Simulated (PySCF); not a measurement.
C₂H₂FN₃.
Bonds: F1–C2, C2–C3 (aromatic), C3–N4 (aromatic), N4–N5 (aromatic), N5–N6 (aromatic), C2–N6 (aromatic). Hydrogens: H7 on C3; H8 on N6.

The closed-shell ground state was solved at several levels (PySCF, density fitting, gas phase, non-relativistic). Isolated species at its PBE0-D3(BJ)/def2-SVP geometry, gas phase.

| level | basis functions | HOMO (eV) | LUMO (eV) | gap (eV) | dipole (D) |
| --- | --- | --- | --- | --- | --- |
| wB97X-D/def2-SVPD | 139 | -9.71 | 1.50 | 11.21 | 3.27 |
| B3LYP/pcJ-1 | 182 | -7.57 | -0.43 | 7.14 | 3.32 |
| KT2/pcSseg-2 | 244 | -6.60 | -1.22 | 5.38 | 3.21 |

Q: What might PBE0/pcSseg-1 (112 basis functions) give for the same quantities?

A: HOMO -7.82 eV, LUMO -0.19 eV, gap 7.63 eV, dipole 3.35 D.

Q: Over all these levels, which gives the widest orbital gap and which the narrowest?

A: wB97X-D/def2-SVPD (range-separated hybrid) has the widest, 11.21 eV, and KT2/pcSseg-2 (GGA) the narrowest, 5.38 eV. Functional and basis both differ between the two, so the spread mixes both effects.

Q: How far do the dipole and the HOMO energy spread over the levels?

A: The dipole runs from 3.21 to 3.35 D (mean 3.29 D) and the HOMO from -9.71 to -6.60 eV.
